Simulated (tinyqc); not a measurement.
Hueckel theory of the pi electrons, for the molecule C=C(O)F (SMILES; centres numbered as the heavy atoms are written), step by step. One step of it, computed by the program tinyqc.

Problem. Orbitals. Diagonalise; E = alpha + x beta with beta < 0, so the largest x are filled first; degenerate levels share their electrons. P = sum n_i c_ri c_si; each orbital has its largest coefficient positive (the first on a tie).

Hueckel matrix in units of beta (H = alpha + beta A), lower triangle:
```
          1C        2C        3O        4F
1C  0.000000
2C  1.000000  0.000000
3O  0.000000  0.780000  2.150000
4F  0.000000  0.750000  0.000000  3.150000
```

pi electrons, sum of z_r less the charge = 6

Give: x values; occupations; coefficients; charge and bond-order matrix P.

Solution.

x values: 3.3687  2.3767  0.7236  -1.1690

occupations: 2.0000  2.0000  2.0000  0.0000

coefficients:
```
       MO1      MO2      MO3      MO4
1C  0.0815   0.1126   0.7602  -0.6346
2C  0.2746   0.2677   0.5501   0.7418
3O  0.1757   0.9210  -0.3008  -0.1743
4F  0.9418  -0.2597  -0.1700  -0.1288
```

charge and bond-order matrix P, lower triangle:
```
         1C      2C       3O      4F
1C   1.1946
2C   0.9415  0.8994
3O  -0.2213  0.2587   1.9392
4F  -0.1635  0.1911  -0.0449  1.9668
```
